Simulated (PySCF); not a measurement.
Gas-phase reaction: H3SiSiCl3 + HCl ⇌ 2 SiCl2 + 2 H2

Method: PySCF energies plus ideal-gas RRHO corrections (1 bar). † marks an energy on the PBE0/def2-TZVP geometry and frequencies; other levels use their own. MP2 and CCSD(T) freeze the core. 6-31G* has spherical d functions here. All species are closed-shell singlets. H3SiSiCl3: computed as isolated molecules; such fragments, hydroxides, amides, oligomers or adducts are transient or little studied in the gas. MP2 isn't extrapolated to the basis-set limit. CCSD(T) isn't extrapolated to the basis-set limit.

```json
[
 {"level": "BLYP/def2-TZVP†", "ΔH°(298 K), kJ": "134"},
 {"level": "CCSD(T)/def2-SVP†", "ΔH°(298 K), kJ": "[?]"},
 {"level": "HF/6-31G*", "ΔH°(298 K), kJ": "223"},
 {"level": "HF/def2-TZVP†", "ΔH°(298 K), kJ": "228"},
 {"level": "MP2/def2-SVP†", "ΔH°(298 K), kJ": "[?]"},
 {"level": "MP2/def2-TZVPP†", "ΔH°(298 K), kJ": "[?]"},
 {"level": "PBE/def2-TZVP†", "ΔH°(298 K), kJ": "[?]"},
 {"level": "r2SCAN/def2-TZVP†", "ΔH°(298 K), kJ": "228"},
 {"level": "LDA/def2-TZVP†", "ΔH°(298 K), kJ": "247"}
]
```

Q: What belongs in the gaps?

A: 
- CCSD(T)/def2-SVP†, ΔH°(298 K), kJ: 220
- MP2/def2-SVP†, ΔH°(298 K), kJ: 241
- MP2/def2-TZVPP†, ΔH°(298 K), kJ: 229
- PBE/def2-TZVP†, ΔH°(298 K), kJ: 187
